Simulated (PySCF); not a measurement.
# Telling isomers of C₄H₄O apart by NMR

In vacuum, single conformer, one averaged value for each set of equivalent atoms, non-relativistic Hamiltonian. GIAO PBE0/pcSseg-1 shieldings; PBE0-D3(BJ)/def2-SVP geometry; B3LYP/pcJ-1 coupling constants; PySCF 2.14.

Shifts are taken against calculated references (same method and geometry level): TMS for $^{1}$H and $^{13}$C. Multiplet labels drop J under 1 Hz and among equivalent protons, and merge close values. Unscaled 3J(H,H) run several per cent high. Shifts are as computed. Against solution values, carbons near 30 ppm lie about +2 ppm off and those near 130 ppm about +5 ppm. Of 1211 compounds with measured shifts, 218 miss one by over three times the rms of a fit or turn the order of signals round; such compounds aren't used in these exercises.

(1) Tabulate the signals of `CC#CC=O`, `C#CC(C)=O`, `O=C1C=CC1` and their relative energies.

(2) What is the quickest way to tell CC#CC=O from C#CC(C)=O?

(3) What is the quickest way to tell CC#CC=O from O=C1C=CC1?

(4) What is the quickest way to tell C#CC(C)=O from O=C1C=CC1?

Results:

(1) 
```json
{"SMILES": "CC#CC=O", "carbon types": "2×C 1×CH 1×CH3", "δC": "178.9, 99.3, 85.1, 5.1", "δH": "9.20 (q, 1H), 2.12 (d, 3H)", "E rel. (kcal/mol)": "14.0"}
{"SMILES": "C#CC(C)=O", "carbon types": "2×C 1×CH 1×CH3", "δC": "185.6, 83.4, 83.1, 35.2", "δH": "2.94 (s, 1H), 2.29 (s, 3H)", "E rel. (kcal/mol)": "14.6"}
{"SMILES": "O=C1C=CC1", "carbon types": "1×C 2×CH 1×CH2", "δC": "188.2, 173.1, 149.7, 52.3", "δH": "8.35 (dt, 1H), 6.29 (dt, 1H), 3.23 (t, 2H)", "E rel. (kcal/mol)": "0.0"}
```

Energies are electronic energies at PBE0/pcSseg-1 on these geometries, without zero-point or thermal terms, each for the one conformer computed, which needn't be the lowest.

(2) Both give the same number of carbon signals, with the same numbers of each carbon type, so the positions decide. The first has an aldehyde carbonyl carbon (CH) at 178.9 ppm, the second a carbonyl carbon of an ynone (C) at 185.6 ppm. In the proton spectra the most deshielded non-exchanging signals are 9.20 (q, J = 1.3 Hz, 1H) and 2.94 (s, 1H).

(3) Both give the same number of carbon signals, but DEPT or the intensities differ. The first has an alkyne carbon (C) at 99.3 ppm, the second a ketone carbonyl carbon (C) at 188.2 ppm. Their most deshielded carbons lie at 178.9 and 188.2 ppm. In the proton spectra the most deshielded non-exchanging signals are 9.20 (q, J = 1.3 Hz, 1H) and 8.35 (dt, J = 3.2, 1.5 Hz, 1H).

(4) Both give the same number of carbon signals, but DEPT or the intensities differ. The first has a terminal alkyne carbon (CH) at 83.4 ppm, the second a β carbon of a C=C–C=O unit (CH) at 173.1 ppm. Their most deshielded carbons lie at 185.6 and 188.2 ppm. In the proton spectra the most deshielded non-exchanging signals are 2.94 (s, 1H) and 8.35 (dt, J = 3.2, 1.5 Hz, 1H).
